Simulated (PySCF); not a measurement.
## Molecular orbitals of LiP⁺

PBE0 at R = 2.709 Å; basis Li 6-31G(d,p), P 6-31G(d,p); no relativity; PySCF 2.14. State: ⁴Σ⁻ (quartet), unpaired electrons σ ↑, π ↑↑. Only the outer orbitals are listed, counted within each symmetry.

```
spin  orbital  occ.  ε (eV)  on Li (%)          main shells (%)
   α       5σ     1  -22.35          1                   99 P s
   α       6σ     1  -13.40         15                   84 P p
   α       2π     1  -12.75          2                   98 P p
   α       2π     1  -12.75          2                   98 P p
   α       7σ     0   -6.01         99                  97 Li s
   α       3π     0   -4.49         99                  99 Li p
   α       3π     0   -4.49         99                  99 Li p
   β       5σ     1  -18.62          3                   96 P s
   β       6σ     0   -8.72         25  72 P p, 16 Li s, 9 Li p
   β       2π     0   -7.79          6                   94 P p
   β       2π     0   -7.79          6                   94 P p
```

Which are the highest filled and the lowest empty level, where do they sit, and how wide is the gap?

Highest filled α 2π at -12.75 eV (in %: 98 P p); lowest empty β 6σ at -8.72 eV (in %: 72 P p, 16 Li s, 9 Li p); the gap at PBE0 is 4.03 eV.

```
bond order (Mayer)                                                                                                : 0.39
⟨S²⟩                                                                                                              : 3.750
charge on Li (Mulliken, basis-dependent)                                                                          : 0.78
charge on Li (Löwdin, basis-dependent)                                                                            : 0.58
dipole moment (positive dipole points towards P; it is taken about the centre of mass and depends on that origin) : -8.45 D
polarisability along the bond                                                                                     : 26.2 bohr³
polarisability across the bond                                                                                    : 15.6 bohr³
```

The state is the lowest determinant that a PBE0 search found; another state may lie lower at other levels.
